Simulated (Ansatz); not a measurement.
2H MoS2 was calculated with PBE0-D3(BJ) in Ansatz (PAW).

The cell is the one relaxed with PBE-D3(BJ): a = b = 3.1492 Å, c = 12.0894 Å, α = β = 90.00°, γ = 120.00°.

### Question
What does this level give for the interlayer binding energy?

### Answer

- interlayer binding energy = 38.1 meV/Å²

Measured, for comparison: interlayer binding energy 34.3 ± 8 meV/Å² (temperature not stated, not corrected to a static lattice, bulk; as tabulated in Ning et al. (2022), arXiv:2204.11717). Computed (rounded) less measured: interlayer binding energy +11 % (inside the measured uncertainty).

Static lattice: no zero-point or thermal effects.

The result took around 11 core-minutes (rough).

Ansatz is a quantum-chemistry and plane-wave program.
